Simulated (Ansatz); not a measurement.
# AlClFH: the cost of one run

Method: RKS B3LYP-D4/def2-SVP, in Ansatz 0.2.0.

## Step 1: Starting point

Bond lengths: Al1–Cl2 2.230 Å, Al1–F3 1.690 Å, Al1–H4 1.560 Å. Angles: Cl2–Al1–F3 120.0°, Cl2–Al1–H4 120.0°, F3–Al1–H4 120.0°.

Coordinates:

```xyz
4

Al    0.0000    0.0000    0.0000
Cl    0.0000    0.0000    2.2300
F     1.4635    0.0000   -0.8450
H    -1.3510    0.0000   -0.7800
```

## Step 2: Preparing the start

input.yaml reads:

```yaml
crystal:
  periodic: [false, false, false]
  atoms:
    - { symbol: Al, position_ang: [0.0, 0.0, 0.0] }
    - { symbol: Cl, position_ang: [0.0, 0.0, 2.23] }
    - { symbol: F, position_ang: [1.4635, 0.0, -0.845] }
    - { symbol: H, position_ang: [-1.351, 0.0, -0.78] }
basis:
  gaussian: { orbitals: def2-SVP }
hamiltonian:
  xc: b3lyp
  dispersion: d4
relax:
  f_tol: 0.02
  max_steps: 40
```

Run with:

```console
$ ansatz run input.yaml --threads 1 --pin off --max-ram 2048MiB --backend cpu --events-out ev --progress --plain --runs-dir out
```

**Question.** How long does this run take on 1 thread of Intel Xeon 6975P-C (Granite Rapids), shared host, and how much memory does it need?

About 4.4 s, with a peak of 0.13 GiB.
